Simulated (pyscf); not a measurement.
Four-centre exchange: `[SH2]` + `[Cl][Ge][Cl]` [singlet] → `[SH][Ge][Cl]` [singlet] + `[ClH]`

Gas phase, singlet surface, charge 0. Bonds broken: S1–H2, Cl4–Ge5. Bonds formed: S1–Ge5, H2–Cl4. PySCF, gas phase, ωB97X-D3(BJ)/def2-SVP geometries. MP2 and CC: frozen core, UHF for open shells. ΔMP2 is the change of the MP2 total energy from the triple- to the quadruple-zeta basis.

Transition state (Å):

```xyz
6

S      1.1497     1.1719    -0.0042
H     -0.3268     0.6631    -0.7302
H      0.6600     1.1052     1.2498
Cl    -1.1806    -0.4377    -1.2603
Ge     1.0848    -1.2329    -0.3390
Cl     0.3489    -1.6652     1.6864
```

One imaginary mode, 665i cm⁻¹; descent along it reached the two sides named, in the forms told below.

```tsv
bond	change	reactant side (Å)	saddle	product side
S1–H2	breaks	1.348	1.722	2.561
Cl4–Ge5	breaks	2.221	2.572	3.0
S1–Ge5	forms	2.8	2.429	2.272
H2–Cl4	forms	2.8	1.491	1.294
```

Electronic energies relative to the separated reactants (eV):

| level | barrier | reaction energy | reverse barrier |
|---|---|---|---|
| ωB97X-D3(BJ)/def2-TZVP | 0.25 | +0.21 | 0.04 |
| PBE/def2-TZVP | 0.07 | +0.22 | -0.15 |
| r²SCAN/def2-TZVP | 0.12 | +0.21 | -0.10 |
| B3LYP-D3(BJ)/def2-TZVP | 0.23 | +0.25 | -0.02 |
| PBE0-D3(BJ)/def2-TZVP | 0.11 | +0.20 | -0.10 |
| M06-2X/def2-TZVP | 0.35 | +0.27 | 0.08 |
| ωB97M-D3(BJ)/def2-TZVP | 0.39 | +0.26 | 0.12 |
| HF/def2-TZVP | 1.18 | +0.34 | 0.84 |
| MP2/def2-QZVPP | 0.24 | +0.18 | 0.06 |
| CCSD/def2-TZVPP | 0.57 | +0.21 | 0.36 |
| CCSD(T)/def2-TZVPP | 0.43 | +0.19 | 0.24 |
| CCSD(T)/def2-TZVPP + ΔMP2(QZVPP) | 0.40 | +0.19 | 0.20 |

With CCSD(T)/def2-TZVPP + ΔMP2(QZVPP) energies and thermal terms (ideal gas, 1 atm, RRHO with modes under 100 cm⁻¹ raised to 100, one conformer, R ln 2 for chiral ones without a mode under 150 cm⁻¹), in eV:

```
T (K)   ΔH‡   ΔG‡     ΔH     ΔG
-----  ----  ----  -----  -----
298    0.34  0.81  +0.20  +0.22
600    0.36  1.28  +0.22  +0.24
900    0.40  1.74  +0.23  +0.25
1200   0.44  2.18  +0.25  +0.25
```

On the reactant side the descent ends in a bound adduct, 0.52 eV under the separated species and 0.77 eV under the saddle at ωB97X-D3(BJ)/def2-TZVP. On the product side the descent ends in a complex, 0.19 eV under the separated species and 0.24 eV under the saddle at ωB97X-D3(BJ)/def2-TZVP. At PBE, r²SCAN, B3LYP-D3(BJ), PBE0-D3(BJ) the saddle lies under the separated products, which points to a path from their complex (located at ωB97X-D3(BJ) alone), and parting the products costs more than the saddle. This is the saddle that the search found; another between the same sides may lie lower. The CCSD(T) − MP2 part came from Ansatz, without density fitting, on the same reference. The frozen core leaves the outer d or s,p core shells of the metals and heavy elements correlated in the MP2 and CC values, and def2-TZVPP describes them poorly, which can shift differences by a few kcal/mol. Elements up to Kr have no core potential and no relativistic terms here.
